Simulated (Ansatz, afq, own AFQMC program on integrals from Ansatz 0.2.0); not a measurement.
# Where AFQMC and coupled cluster stand for O$_{2}$⁺, quartet

```yaml
atoms:
  - { symbol: O, position_ang: [0.0000, 0.0000, 0.0000] }
  - { symbol: O, position_ang: [0.0000, 0.0000, 1.6340] }
```

Basis 6-31G. Only valence electrons are correlated. Ansatz 0.2.0 and our own AFQMC program on the same integrals; the CISD trial comes from CCSD amplitudes, and released means the phaseless constraint is let go. ± is one standard error of the sampling.

Determinant: UHF, the one that the program's search chose, which needn't be the lowest solution. The geometry is a point of a scan.

Full CI on the same integrals is exact in this basis and with this determinant's frozen core.

Cautions: lower spins were not checked; the search met a lower determinant of the same kind, perhaps of another symmetry (1.09 eV lower), and this one is a saddle point; strong correlation (T1 0.116, weight of the determinant 0.61, largest double 0.26); unrestricted determinant spin contaminated (⟨S²⟩ 4.36 against 3.75); the CCSD(T) amplitudes may be one of several solutions (largest double 0.26); the released energies get too noisy after the second time (errors over twice the walk's own, or jumping), so no released level is given (meV from the phaseless value at times in 1/Eh: 257 ± 398 at 0.24, -67 ± 7 at 0.51, -148 ± 54 at 0.99, -156 ± 42 at 1.62, -164 ± 31 at 2.40).

```
T1 diagnostic                               : 0.1155
weight of the determinant in the CISD state : 0.610
⟨S²⟩ of the determinant                     : 4.360
size of the correlated space                : 11 electrons in 16 orbitals
```

Reference: full CI, correlation energy -6.292 eV. The cautions show a poor starting determinant, so the rows tell how each method copes with it here, and full CI is the sure value.

| level | E − E(reference) (meV) | share of correlation (%) |
| --- | --- | --- |
| HF | 6292.0 | 0.00 |
| MP2 | 2510.6 | 60.10 |
| CCSD | 411.6 | 93.46 |
| CCSD(T) | 91.2 | 98.55 |
| ph-AFQMC/CISD | 147.6 ± 3.4 | 97.65 |
